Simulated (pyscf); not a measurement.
# Substitution at Si: `[F][N][F]` [doublet] + `[F][SiH3]` → `[F][SiH2][N]([F])[F]` + `[H]` [doublet]

Gas phase, doublet surface, charge 0. Bonds broken: Si5–H7. Bonds formed: N2–Si5. Single points on ωB97X-D3(BJ)/def2-SVP structures (PySCF, gas phase).

Transition state (Å):

```xyz
8

F      0.1939     1.7165     0.9946
N      0.2063     0.8191    -0.0521
F      1.5152     0.4136    -0.1273
F     -0.6946    -1.4988    -0.9050
Si    -0.8579    -0.6499     0.4643
H     -2.1237     0.0973     0.6228
H     -1.3985    -1.9116     1.3696
H      0.1168    -0.9895     1.5984
```

One imaginary mode, 640i cm⁻¹; descent along it reached the two sides named.

| bond | change | reactant side (Å) | saddle | product side |
|---|---|---|---|---|
| Si5–H7 | breaks | 1.488 | 1.644 | 3.6 |
| N2–Si5 | forms | 3.2 | 1.886 | 1.825 |

Electronic energies relative to the separated reactants (kcal/mol):

```csv
level,barrier,reaction energy
ωB97X-D3(BJ)/def2-TZVP,39.9,+31.3
PBE/def2-TZVP,27.9,+31.1
r²SCAN/def2-TZVP,30.1,+33.1
B3LYP-D3(BJ)/def2-TZVP,35.3,+33.3
PBE0-D3(BJ)/def2-TZVP,34.1,+31.3
M06-2X/def2-TZVP,35.9,+27.1
ωB97M-D3(BJ)/def2-TZVP,39.0,+30.2
HF/def2-TZVP,62.0,+37.2
```

With ωB97M-D3(BJ)/def2-TZVP energies and thermal terms (ideal gas, 1 atm, RRHO with modes under 100 cm⁻¹ raised to 100, one conformer, R ln 2 for chiral ones without a mode under 150 cm⁻¹), in kcal/mol:

```csv
T (K),ΔH‡,ΔG‡,ΔH,ΔG
298,36.9,47.7,+27.9,+31.4
600,37.9,58.3,+29.6,+34.2
900,38.9,68.3,+31.0,+36.2
1200,39.8,77.9,+32.3,+37.7
```

At PBE, r²SCAN this geometry lies under the product side: in single points on another level's saddle the reverse barrier vanishes, and the forward threshold there is about the reaction energy. F–SiH₂–N(F)–F lies 207.4 kcal/mol over its isomer H₂N–Si(F)(F)–F (electronic energy, ωB97M-D3(BJ)/def2-TZVP). This is the saddle that the search found; another between the same sides may lie lower. The angle at the attacked Si is 159°.
